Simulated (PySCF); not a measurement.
Geometries of 5 isomers of C4H6S, from PBE0-D3(BJ)/def2-SVP geometry optimisation, gas phase in PySCF 2.14.0. One conformer each, no zero-point energy, no frequencies.

Question: Which isomer lies lowest at this level?
A.
```xyz
11
angstrom
S      2.955   -0.753    0.132
C      1.479   -0.292   -0.352
C      0.301   -0.149    0.497
C     -1.062   -0.473   -0.092
C     -0.706    0.941    0.165
H      1.300   -0.054   -1.417
H      0.461   -0.382    1.553
H     -1.089   -0.826   -1.126
H     -1.768   -0.973    0.575
H     -1.155    1.456    1.017
H     -0.480    1.587   -0.687
```
B.
```xyz
11
angstrom
C     -1.454    0.360   -0.867
C     -0.331   -0.494   -0.290
C      0.910    0.304    0.021
C      2.062    0.163   -0.593
S      3.429   -0.026   -1.327
H     -1.152    0.820   -1.819
H     -1.732    1.173   -0.178
H     -2.355   -0.247   -1.050
H     -0.075   -1.306   -0.988
H     -0.675   -0.983    0.638
H      0.855    1.081    0.794
```
C.
```xyz
11
angstrom
S      0.430    1.948    0.882
C      0.153    0.307    0.323
C      0.954   -0.537   -0.621
C     -0.442   -0.133   -0.955
C     -1.102   -0.514    0.327
H      0.985    1.634    2.076
H      1.167   -1.584   -0.357
H      1.760   -0.024   -1.157
H     -0.820    0.457   -1.788
H     -1.060   -1.559    0.670
H     -2.022    0.021    0.587
```
D.
```xyz
11
angstrom
C      0.886   -0.555    0.541
C      1.485    0.463   -0.088
S      0.436    1.425   -1.121
C     -1.034    0.614   -0.384
C     -0.565   -0.728    0.184
H      1.420   -1.251    1.192
H      2.545    0.720   -0.033
H     -1.410    1.270    0.417
H     -1.815    0.515   -1.149
H     -0.662   -1.531   -0.571
H     -1.187   -1.026    1.043
```
E.
```xyz
11
angstrom
C     -1.873    0.523    0.109
C     -0.792   -0.144    0.512
C      0.260   -0.710   -0.401
C      1.537    0.063   -0.264
S      2.939   -0.506    0.301
H     -2.082    0.686   -0.953
H     -2.595    0.923    0.826
H     -0.610   -0.285    1.585
H     -0.084   -0.634   -1.447
H      0.456   -1.769   -0.170
H      1.454    1.122   -0.565
```

Answer: D. That is 2,3-dihydrothiophene (`C1CCSC=1`), 18.2 kcal/mol below the next.

```
          SMILES                atoms numbered as above      E (Eh)  relative (kcal/mol)  relative (kJ/mol)  dipole (D)
        C1=CSCC1     [CH:1]1=[CH:2][S:3][CH2:4][CH2:5]1  -553.64968                  0.0                0.0        1.53
         CCC=C=S       [CH3:1][CH2:2][CH:3]=[C:4]=[S:5]  -553.62065                 18.2               76.2        1.63
        S=CC1CC1     [S:1]=[CH:2][CH:3]1[CH2:4][CH2:5]1  -553.61971                 18.8               78.7        3.12
         C=CCC=S      [CH2:1]=[CH:2][CH2:3][CH:4]=[S:5]  -553.61283                 23.1               96.7        2.23
S[C@]12C[C@H]1C2  [SH:1][C@:2]12[CH2:3][C@H:4]1[CH2:5]2  -553.59435                 34.7              145.3        0.65
```

As drawn, the lowest has a C=C bond outside aromatic rings, which the highest lacks; the highest has a three-membered ring and an S–H bond, which the lowest lacks.
